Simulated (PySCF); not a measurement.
# SiO⁺, quartet: stretch scan

Starting geometry (PBE0/def2-TZVP stationary point for this spin):

```xyz
2

Si    0.0000    0.0000    0.0000
O     0.0000    0.0000    1.7135
```

From there O2 moves along the line of the two atoms named below, all else staying in place; atoms are numbered as listed. Energies are in eV, counted from the starting geometry at the same level.

Basis 6-31G; PySCF 2.14.0. Correlated methods freeze the noble-gas cores. Prefix R: restricted or restricted open-shell reference; prefix U: unrestricted.

The RHF row is the lowest restricted solution found. The determinant for coupled cluster was chosen by trial CCSD, here up to 0.13 eV above the lowest Hartree–Fock solution of its kind, and MP2 stands on that determinant too. The determinant at some points fills πx and πy unequally, so it is a mixture of Σ and Δ, which weighs on every level built on one determinant. A value is left out where its run failed or describes another state than the reference as far as symmetry and spin tell, or, spin-broken singlets apart, can't be checked. The reference follows the lowest state, whose symmetry changes from Σ⁺ or Δ to Π between 2.083 and 2.366.

Full CI is exact within this basis and frozen core; it isn't the basis-set limit. The frozen core follows each run's orbitals, which can shift R against U totals by a few meV.

```
distance Si1-O2 (Å)  full CI  unpaired electrons (full CI)  error UHF  error RMP2  error UCCSD  error UCCSD(T)  error RCCSDT  error UCCSDT
              1.346    5.270                          3.38     -0.267      -0.043       -0.003          -0.039        -0.031        -0.024
              1.539    1.246                          3.42     -0.042      -0.019        0.019          -0.017        -0.018        -0.012
              1.714    0.000                          3.45      0.000       0.000        0.000           0.000         0.000         0.000
              1.869   -0.310                          3.47     -0.274       0.434       -0.075          -0.037        -0.001         0.000
              2.083   -0.361                          3.44          –           –            –               –             –             –
              2.366   -0.719                          3.04     -1.081      -0.143       -0.334          -0.249        -0.046        -0.039
              2.779   -0.752                          3.04     -1.118      -0.155       -0.343          -0.251        -0.046        -0.039
              3.207   -0.654                          3.04     -1.153      -0.169       -0.351          -0.253        -0.046        -0.039
              3.684   -0.554                          3.04     -1.181      -0.181       -0.356          -0.255        -0.046        -0.039
              4.617   -0.441                          3.04     -1.209      -0.194       -0.359          -0.256        -0.046        -0.039
              5.752   -0.403                          3.04     -1.214      -0.196       -0.360          -0.257        -0.046        -0.039
```

Unpaired electrons are Σ n²(2−n)² over natural occupations. Errors are those of relative energies. In total energy the starting point itself misses full CI by: UHF 3.629, RMP2 0.792, UCCSD 0.372, UCCSD(T) 0.259, RCCSDT 0.047, UCCSDT 0.039 eV.

Spread of the error over the points with a reference, to 5.752 Å (largest less smallest): UCCSDT 0.040 (10 of 11 points), RCCSDT 0.046 (10 of 11 points), UCCSD(T) 0.257 (10 of 11 points), UCCSD 0.378 (10 of 11 points), RMP2 0.630 (10 of 11 points), UHF 1.214 (10 of 11 points) eV.

Going outwards, the relative energy of UHF first misses by more than 0.043 eV (1 kcal/mol) at 1.869 Å.

Going outwards, the relative energy of RMP2 first misses by more than 0.043 eV (1 kcal/mol) at 1.869 Å.

Going outwards, the relative energy of RCCSDT first misses by more than 0.043 eV (1 kcal/mol) at 2.366 Å.
